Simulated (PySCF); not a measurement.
Telling isomers of C₄H₇ClO apart by NMR

[PySCF 2.14: geometry from GFN2-xTB; shielding tensors at PBE0/pcSseg-1 (GIAO); isolated molecule; single conformer; one averaged value for each set of equivalent atoms; relativity neglected]

δ = σ(ref) − σ, references computed at the same level: ¹H (σ = 31.72 ppm) and ¹³C (σ = 186.93 ppm) against TMS. Where no couplings were computed, multiplicities follow the n + 1 count of equivalent neighbours, and m marks all less simple cases (inequivalent or close neighbours, rings, F or P nearby). Shifts are as computed. Against solution values, carbons near 30 ppm lie about +3 ppm off and those near 130 ppm about +5 ppm; carbons on Cl a further +6 ppm (rms about the fit 2.1 ppm; single classes can miss by 10 ppm). Of 1328 compounds with measured shifts, 309 miss one by over three times the rms of a fit or turn the order of signals round; such compounds aren't used in these exercises. Signals without a measured value on file couldn't be tested in this way; 1H shifts scatter by 0.2 ppm about their fit, and single ones miss by 0.5 ppm. Carbons bonded to Cl come out too deshielded.

(1) Tabulate the signals of `CO/C(C)=C/Cl`, `COC/C=C/Cl` and their relative energies.

(2) What is the quickest way to tell CO/C(C)=C/Cl from COC/C=C/Cl?

## Answers

(1) 
| SMILES | carbon types | δC | δH | E rel. (kcal/mol) |
| --- | --- | --- | --- | --- |
| CO/C(C)=C/Cl | 1×C 1×CH 2×CH3 | 165.5, 100.0, 56.1, 21.6 | 4.96 (s, 1H), 3.64 (s, 3H), 2.09 (s, 3H) | 0.0 |
| COC/C=C/Cl | 2×CH 1×CH2 1×CH3 | 136.6, 131.0, 76.1, 61.4 | 6.36 (d, 1H), 5.96 (m, 1H), 4.10 (d, 2H), 3.59 (s, 3H) | 7.1 |

Energies are electronic energies at PBE0/pcSseg-1 on these geometries, without zero-point or thermal terms, each for the one conformer computed, which needn't be the lowest.

(2) Both give the same number of carbon signals, but DEPT or the intensities differ. The first has an alkene carbon bearing oxygen (C) at 165.5 ppm, the second an allylic sp3 CH2 bonded to O at 76.1 ppm. Their most deshielded carbons lie at 165.5 and 136.6 ppm. In the proton spectra the most deshielded non-exchanging signals are 4.96 (s, 1H) and 6.36 (d, 1H).
